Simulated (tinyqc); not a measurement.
Worked calculation: CCSD on RHF in the sto-6g basis, frozen core, for BH3, spin multiplicity 1. One step of it, computed by the program tinyqc.

Question. Iteration 1: diagonalisation and new density. Diagonalise F' = X^T F X, C = X C', fill 4 alpha and 4 beta electrons from the bottom; D = 2 C_occ C_occ^T. Each column has its largest component positive (the first on a tie).

Fock matrix F (hartree), lower triangle:
```
            1B 1s      1B 2s     1B 2px     1B 2py    1B 2pz      2H 1s      3H 1s      4H 1s
1B 1s   -7.406009
1B 2s   -2.113385  -1.230956
1B 2px  -0.000010  -0.000036  -0.024507
1B 2py   0.000000   0.000000   0.000000  -0.024264
1B 2pz   0.000914   0.007190   0.000002   0.000000  0.179448
2H 1s   -0.589500  -0.655454  -0.284551   0.000000  0.007125  -0.400534
3H 1s   -0.589001  -0.655145   0.142320  -0.246314  0.007121  -0.240445  -0.400239
4H 1s   -0.589001  -0.655145   0.142320   0.246314  0.007121  -0.240445  -0.240430  -0.400239
```

X, lower triangle:
```
            1B 1s      1B 2s     1B 2px     1B 2py    1B 2pz      2H 1s      3H 1s     4H 1s
1B 1s    1.031790
1B 2s   -0.175647   1.458240
1B 2px   0.000004   0.000064   1.221299
1B 2py   0.000000   0.000000   0.000000   1.220973
1B 2pz   0.000751  -0.008772  -0.000002   0.000000  1.000179
2H 1s    0.024501  -0.359655  -0.375113   0.000000  0.007356   1.288678
3H 1s    0.024507  -0.359408   0.187557  -0.324566  0.007350  -0.019190   1.288367
4H 1s    0.024507  -0.359408   0.187557   0.324566  0.007350  -0.019190  -0.019105  1.288367
```

Give: F' = X^T F X; orbital energies; coefficients C; D after iteration 1.

Answer.

F' = X^T F X (hartree), lower triangle:
```
         1        2        3        4       5        6        7       8
1  -7.2304
2  -1.0954  -0.2674
3   0.0000   0.0000   0.3208
4   0.0000   0.0000   0.0000   0.3206
5   0.0012  -0.0053   0.0000   0.0000  0.1797
6  -0.0989  -0.4396  -0.4249   0.0000  0.0081   0.0609
7  -0.0987  -0.4394   0.2125  -0.3677  0.0081  -0.0791   0.0608
8  -0.0987  -0.4394   0.2125   0.3677  0.0081  -0.0791  -0.0790  0.0608
```

orbital energies (hartree): MO1 -7.4098, MO2 -0.8184, MO3 -0.2978, MO4 -0.2976, MO5 0.1793, MO6 0.6336, MO7 0.7580, MO8 0.7586

coefficients C:
```
            MO1      MO2      MO3      MO4      MO5      MO6      MO7      MO8
1B 1s    0.9928  -0.2349   0.0000   0.0000  -0.0077  -0.2375   0.0000  -0.0001
1B 2s    0.0290   0.6032   0.0000   0.0000   0.0395   1.4761   0.0000   0.0011
1B 2px   0.0000   0.0000   0.4347   0.0000   0.0000  -0.0007   0.0000   1.2303
1B 2py   0.0000   0.0000   0.0000   0.4347   0.0000   0.0000   1.2298   0.0000
1B 2pz  -0.0002  -0.0033   0.0000   0.0000   0.9993  -0.0455   0.0000   0.0000
2H 1s   -0.0034   0.2536   0.5756   0.0000  -0.0143  -0.7654   0.0000  -0.9749
3H 1s   -0.0034   0.2535  -0.2879   0.4986  -0.0143  -0.7659  -0.8435   0.4868
4H 1s   -0.0034   0.2535  -0.2879  -0.4986  -0.0143  -0.7659   0.8435   0.4868
```

D after iteration 1, lower triangle:
```
          1B 1s    1B 2s   1B 2px   1B 2py   1B 2pz    2H 1s    3H 1s   4H 1s
1B 1s    2.0815
1B 2s   -0.2258   0.7294
1B 2px   0.0000   0.0000   0.3779
1B 2py   0.0000   0.0000   0.0000   0.3779
1B 2pz   0.0011  -0.0039   0.0000   0.0000   0.0000
2H 1s   -0.1259   0.3058   0.5004   0.0000  -0.0017   0.7912
3H 1s   -0.1258   0.3056  -0.2503   0.4335  -0.0017  -0.2028   0.7915
4H 1s   -0.1258   0.3056  -0.2503  -0.4335  -0.0017  -0.2028  -0.2029  0.7915
```
